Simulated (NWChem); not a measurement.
Species: hydrazine (N$_{2}$H$_{4}$); SMILES NN

Results from NWChem. The geometry was optimised at PBE0/def2-SVP. Level BLYP/def2-TZVP: single points from the atomic guess with DIIS by default; each run changes one setting, and all converged runs end within 0.3 mHa of each other. cgmin counts macro-iterations, each dearer than a DIIS step.

```csv
setting,SCF iterations
defaults,7
quadratically convergent solver (cgmin),4
level shift of 0.5 Ha throughout,10
no level shifting,7
DIIS on 20 Fock matrices,7
DIIS on 3 Fock matrices,8
```
